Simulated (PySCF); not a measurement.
Methylamine, SMILES CN (CH₅N), B3LYP/def2-SVP optimised geometry.

```
7

C     -0.24    -0.64     0.00
N     -0.88     0.67     0.00
H     -0.56    -1.21    -0.88
H     -0.56    -1.21     0.88
H      0.88    -0.64     0.00
H     -0.58     1.21    -0.81
H     -0.58     1.21     0.81
```

Density from B3LYP/def2-TZVP in PySCF at that geometry.

Minimum of the electron density along straight lines between bonded atoms, close to the bond critical point (lines longer than 1.1 times the sum of covalent radii, or with two minima, are not listed):

```csv
bond,length / Å,ρ at the minimum / e bohr⁻³,∇²ρ there / e bohr⁻⁵,position (fraction from the first atom)
C1–N2,1.456,0.270,-0.70,0.41
C1–H3,1.103,0.276,-0.95,0.64
C1–H4,1.103,0.276,-0.95,0.64
C1–H5,1.112,0.270,-0.90,0.64
N2–H6,1.020,0.334,-1.52,0.73
N2–H7,1.020,0.334,-1.52,0.73
```
